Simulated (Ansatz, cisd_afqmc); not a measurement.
Species: NO, charge 0, doublet. NO (SMILES O=[N], doublet).
B3LYP-D3(BJ)/def2-TZVP minimum from Ansatz (a program for electronic structure):
```xyz
2

N      0.0000     0.0000    -0.6106
O      0.0000     0.0000     0.5343
```
Charge 0, spin multiplicity 2.

Total energies in cc-pVTZ, 11 correlated electrons, 2 frozen orbitals. UHF or UKS for unpaired electrons; spin-orbit terms are left out. Correlated methods leave the cores frozen. No relativity. AFQMC is phaseless with a CISD trial state; ± is one standard error, without the phaseless bias. Outlying blocks are dropped, and bars are widened where a walk drifts. Over all cases where full CI ran beside it in this data, AFQMC minus full CI had a median of +0.1 mEh and passed +0.4 mEh in a tenth of the cases. The UHF reference of NO ([N]=O, doublet) is spin-contaminated (<S^2> up to 0.04 over the pure value in the sets run).

```tsv
method	program	energy (Eh)	minus CCSDT(Q) (mEh)
HF	Ansatz	-129.29743	420.99
MP2	Ansatz	-129.69318	25.24
CCSD	Ansatz	-129.69840	20.02
CCSD(T)	Ansatz	-129.71669	1.74
CCSDT(Q)	Ansatz	-129.71842	0.00
AFQMC/CISD	cisd_afqmc	-129.7172 ± 0.0003	1.2 ± 0.3
```

Rough core times of Ansatz's runs on a shared machine: CCSD(T) under 20 s, CCSDT(Q) 70 s.
